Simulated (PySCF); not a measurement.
**Atomic charges against the basis set**

Butyric acid, C₄H₈O₂.
Cartesian coordinates in Å at the PBE0-D3(BJ)/def2-SVP level; atoms count from 1:
```
atom  x, y, z in Å
C1    -1.966   -0.314    0.615
C2    -0.659    0.439    0.439
C3     0.381   -0.359   -0.327
C4     1.703    0.345   -0.453
O5     1.996    1.389    0.068
O6     2.560   -0.336   -1.229
H7    -2.705    0.290    1.162
H8    -2.411   -0.583   -0.357
H9    -1.820   -1.249    1.179
H10   -0.834    1.393   -0.084
H11   -0.239    0.718    1.418
H12    0.037   -0.613   -1.344
H13    0.576   -1.333    0.157
H14    3.382    0.177   -1.243
```

PBE0 throughout (PySCF), one geometry, spherical d and f functions. Isolated species at its PBE0-D3(BJ)/def2-SVP geometry (one conformer only). Atoms taken as equivalent share a column and are averaged. The first 7 of 10 kinds of atom are listed.

Mulliken charges (e):

```tsv
basis	functions	C1	C2	C3	C4	O5	O6	H7/H8/H9
pcSseg-0	70	-0.628	-0.524	-0.551	+0.659	-0.488	-0.596	+0.230
cc-pVDZ	124	-0.077	-0.102	-0.088	+0.184	-0.254	-0.183	+0.043
pcSseg-1	142	-0.274	-0.271	-0.285	+0.451	-0.407	-0.364	+0.115
aug-cc-pVDZ	210	+0.455	+0.659	+0.241	+0.712	-0.562	-0.507	-0.121
IGLO-III	290	-0.355	-0.164	-0.292	+0.509	-0.464	-0.398	+0.115
cc-pVTZ	292	-0.302	-0.157	-0.204	+0.274	-0.302	-0.248	+0.097
pcSseg-2	328	-0.058	-0.033	-0.026	+0.411	-0.418	-0.337	+0.029
```

IAO charges (e):

| basis | functions | C1 | C2 | C3 | C4 | O5 | O6 | H7/H8/H9 |
| --- | --- | --- | --- | --- | --- | --- | --- | --- |
| pcSseg-0 | 70 | -0.421 | -0.264 | -0.321 | +0.477 | -0.434 | -0.451 | +0.141 |
| cc-pVDZ | 124 | -0.408 | -0.242 | -0.308 | +0.530 | -0.458 | -0.480 | +0.135 |
| pcSseg-1 | 142 | -0.408 | -0.244 | -0.307 | +0.536 | -0.468 | -0.485 | +0.136 |
| aug-cc-pVDZ | 210 | -0.420 | -0.249 | -0.312 | +0.544 | -0.475 | -0.497 | +0.139 |
| IGLO-III | 290 | -0.423 | -0.252 | -0.315 | +0.547 | -0.477 | -0.499 | +0.140 |
| cc-pVTZ | 292 | -0.423 | -0.251 | -0.316 | +0.547 | -0.474 | -0.496 | +0.140 |
| pcSseg-2 | 328 | -0.422 | -0.251 | -0.315 | +0.549 | -0.477 | -0.499 | +0.140 |

Hirshfeld charges (e):

```tsv
basis	functions	C1	C2	C3	C4	O5	O6	H7/H8/H9
pcSseg-0	70	-0.100	-0.051	-0.060	+0.214	-0.263	-0.179	+0.035
cc-pVDZ	124	-0.108	-0.060	-0.070	+0.207	-0.261	-0.169	+0.037
pcSseg-1	142	-0.113	-0.066	-0.072	+0.218	-0.268	-0.176	+0.040
aug-cc-pVDZ	210	-0.120	-0.075	-0.081	+0.210	-0.265	-0.177	+0.043
IGLO-III	290	-0.120	-0.074	-0.080	+0.210	-0.266	-0.178	+0.043
cc-pVTZ	292	-0.117	-0.070	-0.077	+0.211	-0.267	-0.176	+0.041
pcSseg-2	328	-0.121	-0.074	-0.080	+0.212	-0.268	-0.179	+0.043
```

ESP-fitted charges (e):

```
      basis  functions      C1      C2      C3      C4      O5      O6  H7/H8/H9
   pcSseg-0         70  -0.510  +0.194  -0.451  +0.950  -0.633  -0.744    +0.131
    cc-pVDZ        124  -0.398  +0.145  -0.193  +0.625  -0.519  -0.568    +0.099
   pcSseg-1        142  -0.428  +0.185  -0.217  +0.721  -0.574  -0.628    +0.105
aug-cc-pVDZ        210  -0.488  +0.190  -0.198  +0.686  -0.569  -0.607    +0.120
   IGLO-III        290  -0.489  +0.182  -0.175  +0.654  -0.559  -0.600    +0.120
    cc-pVTZ        292  -0.480  +0.188  -0.197  +0.647  -0.546  -0.588    +0.118
   pcSseg-2        328  -0.491  +0.196  -0.216  +0.711  -0.580  -0.623    +0.121
```

Which scheme is steadiest as the basis changes?

Largest range over the bases for any column: Hirshfeld 0.02 e, IAO 0.07 e, ESP-fitted 0.32 e, Mulliken 1.18 e. Hirshfeld charges move least and Mulliken charges most, counted in e.

How much do the charges still move between the two largest bases, cc-pVTZ and pcSseg-2?

At most, over all atoms: Mulliken 0.244 e, IAO 0.003 e, Hirshfeld 0.004 e, ESP-fitted 0.063 e.

What do the same runs give for the total energy, the frontier levels and the dipole moment?

| basis | energy (Eh) | HOMO (eV) | LUMO (eV) | μ (D) |
| --- | --- | --- | --- | --- |
| pcSseg-0 | -306.6331 | -8.18 | 0.25 | 1.38 |
| cc-pVDZ | -307.3858 | -7.76 | 0.66 | 1.43 |
| pcSseg-1 | -307.3355 | -8.09 | 0.35 | 1.53 |
| aug-cc-pVDZ | -307.4096 | -8.09 | -0.16 | 1.58 |
| IGLO-III | -307.4955 | -8.10 | 0.20 | 1.59 |
| cc-pVTZ | -307.4783 | -8.00 | 0.38 | 1.53 |
| pcSseg-2 | -307.4891 | -8.11 | 0.21 | 1.59 |

The dipole is fixed by the density alone, so its range of 0.21 D shows that the density itself changes with the basis, not only its division among atoms.
